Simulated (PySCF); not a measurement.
**Shapes and spin states of SO₂**

Method: PBE0 in PySCF with S def2-TZVP, O def2-TZVP; no relativity; density-fitted integrals.

Relaxations began from a few typed shapes and spin states; open shells are unrestricted. The search is not exhaustive: other isomers or separated fragments can lie lower, and high-lying points may rest on an excited occupation.

```json
{"spin": "singlet", "group": "C2v", "bonds": "S–O 1.431 Å (×2)", "angles": "O–S–O 118.9°", "imaginary modes (cm⁻¹)": "none", "ΔE (kJ/mol)": "0.0", "ΔE with ZPE (kJ/mol)": "0.0"}
{"spin": "singlet", "group": "D∞h", "bonds": "S–O 1.447 Å (×2)", "angles": "O–S–O 180.0°", "imaginary modes (cm⁻¹)": "755i, 755i", "ΔE (kJ/mol)": "275.2", "ΔE with ZPE (kJ/mol)": "–"}
{"spin": "triplet", "group": "Cs", "bonds": "O–O 1.323 Å, S–O 1.687 Å", "angles": "O–O–S 112.7°", "imaginary modes (cm⁻¹)": "none", "ΔE (kJ/mol)": "519.8", "ΔE with ZPE (kJ/mol)": "513.6"}
```

The lowest minimum found is the singlet C2v: S–O 1.431 Å (×2); O–S–O 118.9°.

Counting electrons, sulfur keeps 2 of its valence electrons outside its bonds, so the VSEPR class is AX2E1 and the expected shape is bent (C2v), as computed.
